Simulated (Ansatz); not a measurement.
**C4H4O: a ladder of functionals and wavefunction methods**

Aim: compute C4H4O with functionals from several rungs and with coupled cluster. The yardstick is the atomisation energy at the CCSD(T) limit.

Method: functionals in def2-TZVPP, the program's frozen cores in correlated methods; program: Ansatz 0.2.0, Gaussian basis.

The runs, in order: LDA (SPW92), PBE-D4, revPBE-D4, BLYP-D4, r2SCAN-D4, B97M-V, PBE0-D4, B3LYP-D4, r2SCANh-D4, r2SCAN0-D4, HSE06-D4, BHLYP-D4, CAM-B3LYP-D4, LC-ωPBE, ωB97X-V, ωB97M-V, B2PLYP, PBE-QIDH; CCSD(T)/def2-SVP; CCSD(T)/def2-TZVPP; MP2/def2-QZVPP; extrapolation to the limit; RPA on PBE.

## Step 1: The relaxed structure

All runs share one geometry, relaxed beforehand with PBE0-D4 in a triple-zeta def2 set.

9 atoms, charge 0, spin multiplicity 1.

Atoms are counted from 1 here; the program's logs count them from 0.

Bond lengths: C1–C2 1.445 Å, C1–H6 1.093 Å, C1–H7 1.092 Å, C1–H8 1.093 Å, C2–C3 1.205 Å, C3–C4 1.437 Å, C4–O5 1.205 Å, C4–H9 1.107 Å. Angles: C2–C1–H6 110.8°, C2–C1–H7 111.1°, C2–C1–H8 110.2°, H6–C1–H7 108.6°, H6–C1–H8 107.8°, H7–C1–H8 108.2°, C1–C2–C3 179.1°, C2–C3–C4 177.6°, C3–C4–O5 124.4°, C3–C4–H9 114.5°, O5–C4–H9 121.2°.

## Step 2: LDA

This LDA is Slater exchange with PW92 correlation.

Contents of in.yaml:

```yaml
crystal:
  periodic: [false, false, false]
  atoms:
    - {symbol: C, position_ang: [-0.794275, -1.511978, -0.616872]}
    - {symbol: C, position_ang: [-0.146294, -0.316164, -0.128398]}
    - {symbol: C, position_ang: [0.410039, 0.676875, 0.268347]}
    - {symbol: C, position_ang: [1.021099, 1.877620, 0.768991]}
    - {symbol: O, position_ang: [2.176090, 2.175415, 0.598872]}
    - {symbol: H, position_ang: [-1.420605, -1.957800, 0.159347]}
    - {symbol: H, position_ang: [-0.059912, -2.252684, -0.940532]}
    - {symbol: H, position_ang: [-1.436154, -1.272382, -1.468650]}
    - {symbol: H, position_ang: [0.338512, 2.534899, 1.341696]}
basis:
  gaussian: {orbitals: def2-TZVPP}
hamiltonian: {xc: lda}
output: {orbitals: {seedname: orbitals}}
```

Started as:

```bash
> ansatz run in.yaml --threads 2 --pin off --events-out ev --progress --plain --max-ram 4352MiB
```

After this run come: PBE-D4 (GGA); revPBE-D4 (GGA); BLYP-D4 (GGA); r2SCAN-D4 (meta-GGA); B97M-V (meta-GGA); B3LYP-D4 (hybrid); r2SCANh-D4 (hybrid); r2SCAN0-D4 (hybrid); HSE06-D4 (hybrid); BHLYP-D4 (hybrid); CAM-B3LYP-D4 (range-separated); LC-ωPBE (range-separated); ωB97X-V (range-separated); ωB97M-V (range-separated); B2PLYP (double hybrid); PBE-QIDH (double hybrid); CCSD(T) in def2-SVP; CCSD(T) in def2-TZVPP; MP2 in def2-QZVPP; RPA on PBE orbitals.

Before running them: what should the planned runs give, taken together? Wanted: atomisation energy, CCSD(T)/CBS; farthest beyond LDA; mean size of error, GGA; mean size of error, meta-GGA; mean size of error, hybrid; mean size of error, range-separated; mean size of error, double hybrid; gap, smallest and largest; T1 diagnostic.

As calculated:

| quantity | value |
| --- | --- |
| atomisation energy, CCSD(T)/CBS | 4022.0 kJ/mol |
| functionals within 20.1 kJ/mol (0.5 %) | r2SCANh-D4, LC-ωPBE, ωB97X-V, ωB97M-V, B2PLYP, PBE-QIDH |
| farthest beyond LDA | PBE-D4 (+178.9 kJ/mol) |
| mean size of error, GGA | 96.5 kJ/mol |
| mean size of error, meta-GGA | 30.2 kJ/mol |
| mean size of error, hybrid | 58.6 kJ/mol |
| mean size of error, range-separated | 16.0 kJ/mol |
| mean size of error, double hybrid | 6.0 kJ/mol |
| gap, smallest and largest | 3.19 eV (LDA (SPW92)), 11.26 eV (LC-ωPBE) |
| T1 diagnostic | 0.0146 |
| triples share of the correlation energy | 4.6 % |

In words: LDA overbinds by 677.3 kJ/mol (17 %). PBE-D4 misses by +178.9 kJ/mol. Double hybrids carry the basis error of their MP2 part in triple zeta, and no dispersion term here, so their miss is partly the set-up's. The rungs double hybrid, range-separated miss on average by less than the doubt on the reference (20.1 kJ/mol), so they tie; GGA functionals have the largest mean beyond LDA (96.5 kJ/mol). Misses under about 20.1 kJ/mol are within the doubt on the reference itself, which lacks core-valence correlation, relativity and higher excitations. Hartree-Fock recovers 71 % of the binding; the rest is correlation. CCSD(T) in def2-SVP is off by -153.6 kJ/mol, so the small basis spoils what the method gains. Orbital gaps span 3.2 to 11.3 eV; exact exchange widens them. The restricted reference is unstable towards a spin-broken one.
